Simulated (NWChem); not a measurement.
System: nitrogen trifluoride (NF3); SMILES N(F)(F)F

The following NWChem deck was run.

```
start job
memory heap 200 mb stack 900 mb global 1100 mb
geometry units angstroms noautosym nocenter noautoz
  F      0.860803     0.860803    -0.121585
  N      0.000000     0.000000     0.466697
  F     -1.175879     0.315076    -0.121585
  F      0.315076    -1.175879    -0.121585
end
basis spherical
  * library def2-svp
end
dft
  xc xpbe96 cpbe96
  iterations 150
  vectors input atomic output neutral.movecs
end
task dft energy
charge 1
dft
  odft
  mult 2
  vectors input atomic output cation.movecs
end
task dft energy
```

Output (shortened):

```
             Northwest Computational Chemistry Package (NWChem) 7.3.0
             --------------------------------------------------------

                             Geometry "geometry" -> ""
                             -------------------------

 Output coordinates in angstroms (scale by  1.889725989 to convert to a.u.)

  No.       Tag          Charge          X              Y              Z
 ---- ---------------- ---------- -------------- -------------- --------------
    1 F                    9.0000     0.86080300     0.86080300    -0.12158500
    2 N                    7.0000     0.00000000     0.00000000     0.46669700
    3 F                    9.0000    -1.17587900     0.31507600    -0.12158500
    4 F                    9.0000     0.31507600    -1.17587900    -0.12158500

 Effective nuclear repulsion energy (a.u.)     134.9581687452

  pbe96 is a nonlocal functional; adding pw91lda local functional.

                                 NWChem DFT Module
                                 -----------------

 Summary of "ao basis" -> "ao basis" (spherical)
 ------------------------------------------------------------------------------
       Tag                 Description            Shells   Functions and Types
 ---------------- ------------------------------  ------  ---------------------
 F                          def2-svp                 6       14   3s2p1d
 N                          def2-svp                 6       14   3s2p1d

            General Information
            -------------------
          SCF calculation type: DFT
          Wavefunction type:  closed shell.
          No. of atoms     :     4
          No. of electrons :    34
           Alpha electrons :    17
            Beta electrons :    17
          Charge           :     0
          Spin multiplicity:     1
          Use of symmetry is: off; symmetry adaption is: off
          Maximum number of iterations: 150
          AO basis - number of functions:    56
                     number of shells:    24
          Convergence on energy requested:  1.00D-06
          Convergence on density requested:  1.00D-05
          Convergence on gradient requested:  5.00D-04

              XC Information
              --------------
          PerdewBurkeErnzerhof Exchange Functional  1.000
            Perdew 1991 LDA Correlation Functional  1.000 local
           PerdewBurkeErnz. Correlation Functional  1.000 non-local

             Grid Information
             ----------------
          Grid used for XC integration:  medium
          Radial quadrature: Mura-Knowles
          Angular quadrature: Lebedev.
          Tag              B.-S. Rad. Rad. Pts. Rad. Cut. Ang. Pts.
          ---              ---------- --------- --------- ---------
          F                   0.50       49           6.0       434
          N                   0.65       49           5.0       434
          Grid pruning is: on
          Number of quadrature shells:   196
          Spatial weights used:  Erf1

      Superposition of Atomic Density Guess
      -------------------------------------

 Sum of atomic energies:        -352.12171569

      Non-variational initial energy
      ------------------------------

 Total energy =    -352.643798
 1-e energy   =    -760.506402
 2-e energy   =     272.904435
 HOMO         =      -0.312559
 LUMO         =       0.203638

   convergence    iter        energy       DeltaE   RMS-Dens  Diis-err
 ---------------- ----- ----------------- --------- --------- ---------
 d= 0,ls=0.0,diis     1   -353.2218613046 -4.88D+02  4.31D-02  2.52D+00
 d= 0,ls=0.0,diis     2   -352.0602498976  1.16D+00  3.00D-02  1.61D+01
 d= 0,ls=0.0,diis     3   -353.4784294295 -1.42D+00  2.90D-03  5.76D-02
 d= 0,ls=0.0,diis     4   -353.4816415662 -3.21D-03  1.00D-03  1.73D-02
 d= 0,ls=0.0,diis     5   -353.4829148663 -1.27D-03  7.67D-05  3.60D-05
  Resetting Diis
 d= 0,ls=0.0,diis     6   -353.4829184370 -3.57D-06  7.67D-06  4.99D-07
 d= 0,ls=0.0,diis     7   -353.4829184780 -4.10D-08  1.83D-06  6.43D-09

         Total DFT energy =     -353.482918478010
      One electron energy =     -759.144687586928
           Coulomb energy =      308.533603514210
    Exchange-Corr. energy =      -37.830003150482
 Nuclear repulsion energy =      134.958168745190

 Numeric. integr. density =       34.000002783132

                       DFT Final Molecular Orbital Analysis
                       ------------------------------------

 Vector   15  Occ=2.000000D+00  E=-3.776889D-01
              MO Center= -2.9D-01, -3.1D-01, -9.1D-02, r^2= 1.8D+00
   Bfn.  Coefficient  Atom+Function         Bfn.  Coefficient  Atom+Function
  ----- ------------  ---------------      ----- ------------  ---------------
    48     -0.330620  4 F  pz                34      0.322472  3 F  pz
    47      0.290832  4 F  py                32     -0.280856  3 F  px
    51      0.209858  4 F  pz                37     -0.204686  3 F  pz
    50     -0.205470  4 F  py                35      0.198667  3 F  px
    33      0.193436  3 F  py                46     -0.187581  4 F  px

 Vector   16  Occ=2.000000D+00  E=-3.607285D-01
              MO Center= -3.0D-05, -3.3D-05, -1.2D-01, r^2= 1.9D+00
   Bfn.  Coefficient  Atom+Function         Bfn.  Coefficient  Atom+Function
  ----- ------------  ---------------      ----- ------------  ---------------
    33      0.401851  3 F  py                46     -0.401851  4 F  px
     4      0.294158  1 F  px                 5     -0.294159  1 F  py
    36     -0.262482  3 F  py                49      0.262482  4 F  px
     7     -0.192138  1 F  px                 8      0.192139  1 F  py
    32      0.107665  3 F  px                47     -0.107666  4 F  py

 Vector   17  Occ=2.000000D+00  E=-2.833724D-01
              MO Center= -2.4D-06, -2.7D-06,  3.6D-01, r^2= 1.5D+00
   Bfn.  Coefficient  Atom+Function         Bfn.  Coefficient  Atom+Function
  ----- ------------  ---------------      ----- ------------  ---------------
    17      0.454897  2 N  s                 20     -0.423452  2 N  pz
     6      0.306585  1 F  pz                34      0.306588  3 F  pz
    48      0.306588  4 F  pz                16      0.283586  2 N  s
     9     -0.226450  1 F  pz                37     -0.226453  3 F  pz
    51     -0.226453  4 F  pz                23      0.185397  2 N  pz

 Vector   18  Occ=0.000000D+00  E=-4.999260D-04
              MO Center=  6.9D-02,  7.5D-02,  3.2D-01, r^2= 1.2D+00
   Bfn.  Coefficient  Atom+Function         Bfn.  Coefficient  Atom+Function
  ----- ------------  ---------------      ----- ------------  ---------------
    18      0.501609  2 N  px                21     -0.495079  2 N  px
    19      0.479977  2 N  py                22     -0.473729  2 N  py
     3      0.374898  1 F  s                  6     -0.243156  1 F  pz
     9      0.235127  1 F  pz                 8     -0.218847  1 F  py
     7     -0.213788  1 F  px                 5      0.205070  1 F  py

 Vector   19  Occ=0.000000D+00  E=-4.994406D-04
              MO Center= -6.9D-02, -7.5D-02,  3.2D-01, r^2= 1.2D+00
   Bfn.  Coefficient  Atom+Function         Bfn.  Coefficient  Atom+Function
  ----- ------------  ---------------      ----- ------------  ---------------
    19     -0.501609  2 N  py                22      0.495079  2 N  py
    18      0.479977  2 N  px                21     -0.473728  2 N  px
    45      0.328787  4 F  s                 31     -0.320528  3 F  s
    50      0.279353  4 F  py                35     -0.274448  3 F  px
    47     -0.263351  4 F  py                32      0.258910  3 F  px

 Vector   20  Occ=0.000000D+00  E= 8.946723D-03
              MO Center= -2.6D-05, -2.9D-05,  2.2D-02, r^2= 1.2D+00
   Bfn.  Coefficient  Atom+Function         Bfn.  Coefficient  Atom+Function
  ----- ------------  ---------------      ----- ------------  ---------------
    16      0.605980  2 N  s                 17      0.586334  2 N  s
    20      0.547284  2 N  pz                23     -0.474350  2 N  pz
    32      0.326184  3 F  px                47      0.326186  4 F  py
    35     -0.318929  3 F  px                50     -0.318931  4 F  py
     3     -0.289634  1 F  s                 31     -0.289664  3 F  s

     Multipole analysis of the density
     ---------------------------------

     L   x y z        total         alpha         beta         nuclear
     -   - - -        -----         -----         ----         -------
     0   0 0 0     -0.000000    -17.000000    -17.000000     34.000000

     1   1 0 0     -0.000009     -0.000005     -0.000005     -0.000000
     1   0 1 0     -0.000011     -0.000005     -0.000005     -0.000000
     1   0 0 1     -0.025009      0.002534      0.002534     -0.030077

     2   2 0 0    -14.748759    -43.096655    -43.096655     71.444552
     2   1 1 0     -0.000016      0.000003      0.000003     -0.000022
     2   1 0 1      0.000000      0.000000      0.000000      0.000000
     2   0 2 0    -14.748757    -43.096655    -43.096655     71.444552
     2   0 1 1      0.000001      0.000000      0.000000      0.000000
     2   0 0 2    -14.781757    -10.825852    -10.825852      6.869947

                                 NWChem DFT Module
                                 -----------------

            General Information
            -------------------
          SCF calculation type: DFT
          Wavefunction type:  spin polarized.
          No. of atoms     :     4
          No. of electrons :    33
           Alpha electrons :    17
            Beta electrons :    16
          Charge           :     1
          Spin multiplicity:     2
          Use of symmetry is: off; symmetry adaption is: off
          Maximum number of iterations: 150
          AO basis - number of functions:    56
                     number of shells:    24
          Convergence on energy requested:  1.00D-06
          Convergence on density requested:  1.00D-05
          Convergence on gradient requested:  5.00D-04

              XC Information
              --------------
          PerdewBurkeErnzerhof Exchange Functional  1.000
            Perdew 1991 LDA Correlation Functional  1.000 local
           PerdewBurkeErnz. Correlation Functional  1.000 non-local

             Grid Information
             ----------------
          Grid used for XC integration:  medium
          Radial quadrature: Mura-Knowles
          Angular quadrature: Lebedev.
          Tag              B.-S. Rad. Rad. Pts. Rad. Cut. Ang. Pts.
          ---              ---------- --------- --------- ---------
          F                   0.50       49           6.0       434
          N                   0.65       49           5.0       434
          Grid pruning is: on
          Number of quadrature shells:   196
          Spatial weights used:  Erf1

      Superposition of Atomic Density Guess
      -------------------------------------

 Sum of atomic energies:        -352.12171569

 Renormalizing density from      34.00 to     33

      Non-variational initial energy
      ------------------------------

 Total energy =    -346.093089
 1-e energy   =    -738.138567
 2-e energy   =     257.087309
 HOMO         =      -0.730533
 LUMO         =      -0.237416

   convergence    iter        energy       DeltaE   RMS-Dens  Diis-err
 ---------------- ----- ----------------- --------- --------- ---------
 d= 0,ls=0.0,diis     1   -352.5519485710 -4.88D+02  2.92D-02  1.15D+00
                                                     3.45D-02  1.15D+00
 d= 0,ls=0.0,diis     2   -349.2811428265  3.27D+00  2.15D-02  9.78D+00
                                                     2.94D-02  9.33D+00
 d= 0,ls=0.0,diis     3   -353.0132852460 -3.73D+00  1.05D-03  2.34D-02
                                                     7.73D-04  2.17D-02
 d= 0,ls=0.0,diis     4   -353.0204063979 -7.12D-03  3.46D-04  1.26D-03
                                                     3.20D-04  1.19D-03
 d= 0,ls=0.0,diis     5   -353.0208797123 -4.73D-04  8.26D-05  9.97D-05
                                                     6.42D-05  8.23D-05
  Resetting Diis
 d= 0,ls=0.0,diis     6   -353.0209071285 -2.74D-05  8.14D-06  6.47D-07
                                                     1.15D-05  6.24D-07
 d= 0,ls=0.0,diis     7   -353.0209072812 -1.53D-07  1.42D-05  2.94D-07
                                                     2.29D-05  2.30D-07
 d= 0,ls=0.0,diis     8   -353.0209063678  9.13D-07  1.07D-05  2.65D-06
                                                     1.92D-05  2.76D-06
 d= 0,ls=0.0,diis     9   -353.0209073769 -1.01D-06  1.80D-06  2.46D-08
                                                     3.41D-06  2.76D-08
 d= 0,ls=0.0,diis    10   -353.0209073788 -1.92D-09  1.07D-06  2.49D-08
                                                     1.53D-06  2.21D-08

         Total DFT energy =     -353.020907378794
      One electron energy =     -746.840806953982
           Coulomb energy =      296.177329558649
    Exchange-Corr. energy =      -37.315598728650
 Nuclear repulsion energy =      134.958168745190

 Numeric. integr. density =       33.000002809136

                    DFT Final Alpha Molecular Orbital Analysis
                    ------------------------------------------

 Vector   15  Occ=1.000000D+00  E=-7.298696D-01
              MO Center= -2.4D-01, -2.0D-01, -8.9D-02, r^2= 1.8D+00
   Bfn.  Coefficient  Atom+Function         Bfn.  Coefficient  Atom+Function
  ----- ------------  ---------------      ----- ------------  ---------------
    32      0.303162  3 F  px                34     -0.303152  3 F  pz
    48      0.288280  4 F  pz                47     -0.281101  4 F  py
    46      0.232900  4 F  px                33     -0.216704  3 F  py
     4      0.212262  1 F  px                35     -0.193913  3 F  px
     5     -0.188054  1 F  py                50      0.180180  4 F  py

 Vector   16  Occ=1.000000D+00  E=-7.079901D-01
              MO Center=  3.7D-07,  5.5D-07, -1.2D-01, r^2= 1.9D+00
   Bfn.  Coefficient  Atom+Function         Bfn.  Coefficient  Atom+Function
  ----- ------------  ---------------      ----- ------------  ---------------
    33      0.411797  3 F  py                46     -0.411797  4 F  px
     4      0.301457  1 F  px                 5     -0.301457  1 F  py
    36     -0.248819  3 F  py                49      0.248819  4 F  px
     7     -0.182149  1 F  px                 8      0.182149  1 F  py
    32      0.110341  3 F  px                47     -0.110341  4 F  py

 Vector   17  Occ=1.000000D+00  E=-6.912281D-01
              MO Center=  3.4D-06,  3.5D-06,  2.0D-01, r^2= 1.6D+00
   Bfn.  Coefficient  Atom+Function         Bfn.  Coefficient  Atom+Function
  ----- ------------  ---------------      ----- ------------  ---------------
    20      0.403155  2 N  pz                 6     -0.350743  1 F  pz
    34     -0.350740  3 F  pz                48     -0.350740  4 F  pz
    17     -0.336644  2 N  s                 16     -0.264605  2 N  s
     9      0.229323  1 F  pz                37      0.229321  3 F  pz
    51      0.229321  4 F  pz                23     -0.128413  2 N  pz

 Vector   18  Occ=0.000000D+00  E=-3.904177D-01
              MO Center= -8.3D-02, -8.8D-02,  3.0D-01, r^2= 1.2D+00
   Bfn.  Coefficient  Atom+Function         Bfn.  Coefficient  Atom+Function
  ----- ------------  ---------------      ----- ------------  ---------------
    19     -0.510063  2 N  py                18      0.495447  2 N  px
    22      0.418934  2 N  py                21     -0.406929  2 N  px
    47     -0.287281  4 F  py                32      0.283976  3 F  px
    45      0.283950  4 F  s                 31     -0.279224  3 F  s
    50      0.257278  4 F  py                35     -0.254283  3 F  px

[...]
```

Level: PBE/def2-SVP, vertical spin-unrestricted ions. The geometry was optimised at PBE0/def2-SVP.
